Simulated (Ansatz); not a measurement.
Basis-set series for C₃H₂OS (`C#CSC=O`). The species carries charge 0 and has multiplicity 1. The geometry is a stationary point of PBE0-D4/def2-TZVP. It is one conformer, not always the lowest.

```
functional       basis  functions  energy (Eh)  HOMO (eV)  LUMO (eV)
   PBE0-D4    def2-SVP         84   -588.22307      -7.35      -1.14
   PBE0-D4  def2-QZVPP        358   -588.60462      -7.46      -1.44
   ωB97M-V    def2-SVP         84   -588.49150      -9.37       1.22
   ωB97M-V  def2-QZVPP        358   -588.87729      -9.51       0.78
```

Give the rows for def2-TZVPP. (Best estimate.)

Ansatz gave: 
| functional | basis | functions | energy (Eh) | HOMO (eV) | LUMO (eV) |
| --- | --- | --- | --- | --- | --- |
| PBE0-D4 | def2-TZVPP | 194 | -588.58243 | -7.43 | -1.37 |
| ωB97M-V | def2-TZVPP | 194 | -588.85663 | -9.48 | 0.88 |

Positive LUMOs are unbound and depend on the basis.
